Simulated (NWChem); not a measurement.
Everything below was run with NWChem. System: H$_{2}$P, charge 0, spin multiplicity 2, at a geometry optimised with UPBE/def2-SVP. The structure started from a generated list of species. Its SCF solution wasn't tested for a lower state. Level: ROCCSD(T)/def2-TZVP, 5 core orbitals frozen.

Job file:

```
start mol
memory heap 100 mb stack 700 mb global 1900 mb
geometry units angstroms nocenter noautoz
  P      0.000000     0.000000     0.119600
  H      1.028866     0.000000    -0.897003
  H     -1.028866     0.000000    -0.897003
  symmetry group C2v
end
basis spherical
  * library def2-tzvp
end
scf
  rohf
  nopen 1
  maxiter 100
  thresh 1e-7
  semidirect memsize 60000000 filesize 0
  # guess.movecs holds the orbitals of an unrestricted PBE0 run
  vectors input guess.movecs output mol.movecs
end
tce
  freeze core 5
  ccsd(t)
  2eorb
  2emet 13
  thresh 1e-6
  maxiter 100
  tilesize 24
end
task tce energy
```

Part of the output:

```
             Northwest Computational Chemistry Package (NWChem) 7.3.0
             --------------------------------------------------------

                                NWChem Input Module
                                -------------------

 Scaling coordinates for geometry "geometry" by  1.889725989
 (inverse scale =  0.529177249)

 Turning off AUTOSYM since
 SYMMETRY directive was detected!

                             Geometry "geometry" -> ""
                             -------------------------

 Output coordinates in angstroms (scale by  1.889725989 to convert to a.u.)

  No.       Tag          Charge          X              Y              Z
 ---- ---------------- ---------- -------------- -------------- --------------
    1 P                   15.0000     0.00000000     0.00000000     0.11960000
    2 H                    1.0000     1.02886600     0.00000000    -0.89700300
    3 H                    1.0000    -1.02886600     0.00000000    -0.89700300

 Effective nuclear repulsion energy (a.u.)      11.2329785694

            Nuclear Dipole moment (a.u.)
            ----------------------------
        X                 Y               Z
 ---------------- ---------------- ----------------
     0.0000000000     0.0000000000    -0.0000113384

      Symmetry information
      --------------------

 Group name             C2v
 Group number             16
 Group order               4
 No. of unique centers     2

      Symmetry unique atoms

     1    2


 Summary of "ao basis" -> "" (spherical)
 ------------------------------------------------------------------------------
       Tag                 Description            Shells   Functions and Types
 ---------------- ------------------------------  ------  ---------------------
 *                         def2-tzvp                  on all atoms

 Summary of "ao basis" -> "ao basis" (spherical)
 ------------------------------------------------------------------------------
       Tag                 Description            Shells   Functions and Types
 ---------------- ------------------------------  ------  ---------------------
 P                         def2-tzvp                13       37   5s5p2d1f
 H                         def2-tzvp                 4        6   3s1p

                                 NWChem SCF Module
                                 -----------------

  ao basis        = "ao basis"
  functions       =    49
  atoms           =     3
  closed shells   =     8
  open shells     =     1
  charge          =   0.00
  wavefunction    = ROHF
  use symmetry    = T
  symmetry adapt  = T

 Summary of "ao basis" -> "ao basis" (spherical)
 ------------------------------------------------------------------------------
       Tag                 Description            Shells   Functions and Types
 ---------------- ------------------------------  ------  ---------------------
 P                         def2-tzvp                13       37   5s5p2d1f
 H                         def2-tzvp                 4        6   3s1p

      Symmetry analysis of basis
      --------------------------

        a1         21
        a2          4
        b1         14
        b2         10

 Forming initial guess at       0.0s

      Symmetry analysis of molecular orbitals - initial
      -------------------------------------------------

  Numbering of irreducible representations:

     1 a1          2 a2          3 b1          4 b2

  Orbital symmetries:

     1 a1          2 a1          3 b2          4 b1          5 a1
     6 a1          7 b1          8 a1          9 b2         10 b1
    11 a1         12 a1         13 b1         14 b2         15 a2
    16 a1         17 b2         18 a1         19 b1

 Starting SCF solution at       0.1s

 ----------------------------------------------
         Quadratically convergent ROHF

 Convergence threshold     :          1.000E-07
 Maximum no. of iterations :          100
 Final Fock-matrix accuracy:          1.000E-09
 ----------------------------------------------

              iter       energy          gnorm     gmax       time
             ----- ------------------- --------- --------- --------
                 1     -341.8632918645  7.12D-01  4.48D-01      0.2
                 2     -341.8747168220  7.88D-02  2.31D-02      0.2
                 3     -341.8753465093  4.95D-03  2.12D-03      0.3
                 4     -341.8753500653  1.01D-05  4.04D-06      0.3
                 5     -341.8753500653  4.56D-09  1.69D-09      0.4

       Final ROHF results
       ------------------

         Total SCF energy =   -341.875350065316
      One-electron energy =   -495.091756804110
      Two-electron energy =    141.983428169382
 Nuclear repulsion energy =     11.232978569411

        Time for solution =      0.3s

       Symmetry analysis of molecular orbitals - final
       -----------------------------------------------

  Numbering of irreducible representations:

     1 a1          2 a2          3 b1          4 b2

  Orbital symmetries:

     1 a1          2 a1          3 b2          4 b1          5 a1
     6 a1          7 b1          8 a1          9 b2         10 b1
    11 a1         12 b1         13 a1         14 b2         15 a1
    16 a1         17 a2         18 b2         19 b1

             Final eigenvalues
             -----------------

              1
    1  -79.9567
    2   -7.5002
    3   -5.3925
    4   -5.3924
    5   -5.3917
    6   -0.8132
    7   -0.5131
    8   -0.4201
    9   -0.1583
   10    0.1437
   11    0.1479
   12    0.2938
   13    0.3172
   14    0.3667
   15    0.4015
   16    0.4244
   17    0.4394
   18    0.4425
   19    0.4874

                       ROHF Final Molecular Orbital Analysis
                       -------------------------------------

 Vector    7  Occ=2.000000D+00  E=-5.131267D-01  Symmetry=b1
              MO Center= -4.3D-15, -4.2D-16, -5.1D-01, r^2= 1.7D+00
   Bfn.  Coefficient  Atom+Function         Bfn.  Coefficient  Atom+Function
  ----- ------------  ---------------      ----- ------------  ---------------
    15      0.340840  1 P  px                39      0.219000  2 H  s
    45     -0.219000  3 H  s

 Vector    8  Occ=2.000000D+00  E=-4.200835D-01  Symmetry=a1
              MO Center= -1.6D-15, -3.4D-15,  2.2D-01, r^2= 1.9D+00
   Bfn.  Coefficient  Atom+Function         Bfn.  Coefficient  Atom+Function
  ----- ------------  ---------------      ----- ------------  ---------------
    17      0.382943  1 P  pz                 5      0.346612  1 P  s
     4      0.311799  1 P  s                 20      0.241898  1 P  pz
     3     -0.196144  1 P  s                 14      0.171326  1 P  pz
    39     -0.154380  2 H  s                 45     -0.154380  3 H  s

 Vector    9  Occ=1.000000D+00  E=-1.583040D-01  Symmetry=b2
              MO Center= -1.4D-15,  1.6D-15,  8.6D-02, r^2= 1.9D+00
   Bfn.  Coefficient  Atom+Function         Bfn.  Coefficient  Atom+Function
  ----- ------------  ---------------      ----- ------------  ---------------
    16      0.536374  1 P  py                19      0.401499  1 P  py
    13      0.212646  1 P  py                 7     -0.178209  1 P  py

 Vector   10  Occ=0.000000D+00  E= 1.436972D-01  Symmetry=b1
              MO Center=  3.3D-15,  3.6D-16,  4.6D-02, r^2= 4.1D+00
   Bfn.  Coefficient  Atom+Function         Bfn.  Coefficient  Atom+Function
  ----- ------------  ---------------      ----- ------------  ---------------
    18      1.397047  1 P  px                40     -1.199331  2 H  s
    46      1.199331  3 H  s                 12      0.152550  1 P  px

 Vector   11  Occ=0.000000D+00  E= 1.479138D-01  Symmetry=a1
              MO Center=  2.1D-14,  1.4D-16, -4.7D-01, r^2= 5.5D+00
   Bfn.  Coefficient  Atom+Function         Bfn.  Coefficient  Atom+Function
  ----- ------------  ---------------      ----- ------------  ---------------
     5      1.726536  1 P  s                 40     -1.477746  2 H  s
    46     -1.477746  3 H  s                 20     -1.224506  1 P  pz
     3     -0.172306  1 P  s

 Vector   12  Occ=0.000000D+00  E= 2.938108D-01  Symmetry=b1
              MO Center=  1.0D-16, -8.1D-19, -6.3D-01, r^2= 5.5D+00
   Bfn.  Coefficient  Atom+Function         Bfn.  Coefficient  Atom+Function
  ----- ------------  ---------------      ----- ------------  ---------------
    40      1.063835  2 H  s                 46     -1.063835  3 H  s
    15     -0.690026  1 P  px                39     -0.509385  2 H  s
    45      0.509385  3 H  s                 18      0.504496  1 P  px

 center of mass
 --------------
 x =   0.00000000 y =   0.00000000 z =   0.10863212

 moments of inertia (a.u.)
 ------------------
           6.984494003274           0.000000000000           0.000000000000
           0.000000000000          14.604063348154           0.000000000000
           0.000000000000           0.000000000000           7.619569344880

  Mulliken analysis of the total density
  --------------------------------------

    Atom       Charge   Shell Charges
 -----------   ------   -------------------------------------------------------
    1 P   15    15.11   2.01  0.53  1.43  1.05  0.78  4.17  1.70  0.65  1.73  0.91  0.05  0.09  0.01
    2 H    1     0.94   0.23  0.53  0.17  0.02
    3 H    1     0.94   0.23  0.53  0.17  0.02

 Mulliken analysis of the open-shell density
 -------------------------------------------

    Atom       Charge   Shell Charges
 -----------   ------   -------------------------------------------------------
    1 P   15     1.00   0.00  0.00 -0.00  0.00  0.00  0.02 -0.01  0.14  0.51  0.34  0.00  0.00  0.00
    2 H    1     0.00   0.00  0.00  0.00  0.00
    3 H    1     0.00   0.00  0.00  0.00  0.00

       Multipole analysis of the density wrt the origin
       ------------------------------------------------

     L   x y z        total         open         nuclear
     -   - - -        -----         ----         -------
     0   0 0 0     -0.000000     -1.000000     17.000000

     1   1 0 0      0.000000      0.000000      0.000000
     1   0 1 0      0.000000     -0.000000      0.000000
     1   0 0 1     -0.232097     -0.163339     -0.000011

     2   2 0 0    -10.530901     -1.334873      7.560409
     2   1 1 0     -0.000000      0.000000      0.000000
     2   1 0 1      0.000000      0.000000      0.000000
     2   0 2 0    -11.355691     -3.973400      0.000000
     2   0 1 1      0.000000     -0.000000      0.000000
     2   0 0 2    -11.698733     -1.351848      6.512876

                   NWChem Extensible Many-Electron Theory Module
                   ---------------------------------------------


            General Information
            -------------------
      Number of processors :     1
         Wavefunction type : Restricted open-shell Hartree-Fock
          No. of electrons :    17
           Alpha electrons :     9
            Beta electrons :     8
           No. of orbitals :    98
            Alpha orbitals :    49
             Beta orbitals :    49
        Alpha frozen cores :     5
         Beta frozen cores :     5
     Alpha frozen virtuals :     0
      Beta frozen virtuals :     0
         Spin multiplicity : doublet
    Number of AO functions :    49
       Number of AO shells :    21
        Use of symmetry is : on
      Symmetry adaption is : on
         Schwarz screening : 0.10D-09

          Correlation Information
          -----------------------
          Calculation type : Coupled-cluster singles & doubles w/ perturbation
   Perturbative correction : (T)
            Max iterations :      100
        Residual threshold : 0.10D-05
     T(0) DIIS level shift : 0.00D+00
     L(0) DIIS level shift : 0.00D+00
     T(1) DIIS level shift : 0.00D+00
     L(1) DIIS level shift : 0.00D+00
     T(R) DIIS level shift : 0.00D+00
     T(I) DIIS level shift : 0.00D+00
   CC-T/L Amplitude update :  5-th order DIIS
                I/O scheme : Global Array Library
        L-threshold :  0.10D-05
        EOM-threshold :  0.10D-05
 no EOMCCSD initial starts read in
 TCE RESTART OPTIONS
 SLICE:      F
 D4D5:       F
 quantumc:   F
 qrotation:  F
 pwtce:      F
 qducc:      F
 nacto:                         0
 nrotv:                         0
 nrot:                          0

            Memory Information
            ------------------
          Available GA space size is     249031998 doubles
          Available MA space size is     104853252 doubles

 Maximum block size supplied by input
 Maximum block size        24 doubles

 tile_dim =     16

 -------------------------------------------------

 Global array virtual files algorithm will be used

 Parallel file system coherency ......... OK

 4-electron integrals stored in orbital form

 v2    file size   =           303640
 4-index algorithm nr.  13 is used
 imaxsize =       30
 imaxsize ichop =        0


CCSD iterations
 ---------------------------------------------------------
 Iter          Residuum       Correlation     Cpu    Wall
 ---------------------------------------------------------
    1   0.1044737511473  -0.1399515860610     0.1     0.1
    2   0.0309624728447  -0.1573291898875     0.1     0.1
    3   0.0115670611086  -0.1612189938599     0.1     0.1
    4   0.0049017133870  -0.1624046116687     0.1     0.1
    5   0.0022723924578  -0.1628268535872     0.1     0.1
    6   0.0003434287812  -0.1631363694853     0.1     0.1
    7   0.0001414486163  -0.1631232271340     0.1     0.1
    8   0.0000716684043  -0.1631233547637     0.1     0.1
    9   0.0000397077804  -0.1631233656145     0.1     0.1
   10   0.0000223625906  -0.1631235418010     0.1     0.1
   11   0.0000020428116  -0.1631238287486     0.1     0.1
   12   0.0000006985961  -0.1631240552262     0.1     0.1
 -----------------------------------------------------------------
 Iterations converged
 CCSD correlation energy / hartree =        -0.163124055226209
 CCSD total energy / hartree       =      -342.038474120542674

 Singles contributions

 Doubles contributions
 CCSD(T)
 Using plain CCSD(T) code
             total no. of tasks          365
 total no. of tasks / no. procs          365
                         wl_min            8           1.4
                         wl_max        32768           5.7
        thresh for no. of tasks          365

 CCSD[T]  correction energy / hartree =        -0.005652547054981
 CCSD[T] correlation energy / hartree =        -0.168776602281191
 CCSD[T] total energy / hartree       =      -342.044126667597652
 CCSD(T)  correction energy / hartree =        -0.005596227744426
 CCSD(T) correlation energy / hartree =        -0.168720282970635
 CCSD(T) total energy / hartree       =      -342.044070348287107

 Task  times  cpu:        4.3s     wall:        4.3s

 Total times  cpu:        4.3s     wall:        4.3s
```
